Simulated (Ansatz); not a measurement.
Born–Oppenheimer molecular dynamics of BClH3N (6 atoms, charge 0, multiplicity 1). It starts from a relaxed structure.

Level of theory: Ansatz, RKS PBE0-D4/6-31G*.

- ensemble: NVT, Langevin thermostat
- time step: 0.5 fs
- steps asked: 250
- set temperature: 500 K
- friction: 0.001 /fs
- seed: 766436

First frame:

```xyz
6
Properties=species:S:1:pos:R:3
B -0.073 0.055 -0.022
Cl -0.023 -0.436 1.682
H 0.933 0.426 -0.543
N -1.271 -0.002 -0.717
H -2.139 -0.311 -0.304
H -1.341 0.268 -1.686
```

Problem. How far do the bonds stretch over the last three quarters of this one trajectory? (Pairs bonded in most of those frames.)

Solution. 
```json
{"bond": "B1–Cl2", "mean (Å)": "1.777", "spread (Å)": "0.026", "shortest": "1.73", "longest": "1.81"}
{"bond": "B1–H3", "mean (Å)": "1.196", "spread (Å)": "0.015", "shortest": "1.17", "longest": "1.22"}
{"bond": "B1–N4", "mean (Å)": "1.389", "spread (Å)": "0.020", "shortest": "1.35", "longest": "1.43"}
{"bond": "N4–H5", "mean (Å)": "1.018", "spread (Å)": "0.041", "shortest": "0.95", "longest": "1.08"}
{"bond": "N4–H6", "mean (Å)": "1.012", "spread (Å)": "0.036", "shortest": "0.95", "longest": "1.07"}
```

Mean temperature of the second half: 302 K. The mean temperature of the second half is 40 % below the set value. A run of 0.12 ps of so small a system gives no equilibrium averages.

Run time: 4.7 min on 1 thread of Arm Neoverse V2, with other jobs on the host, peak memory 0.1 GiB.
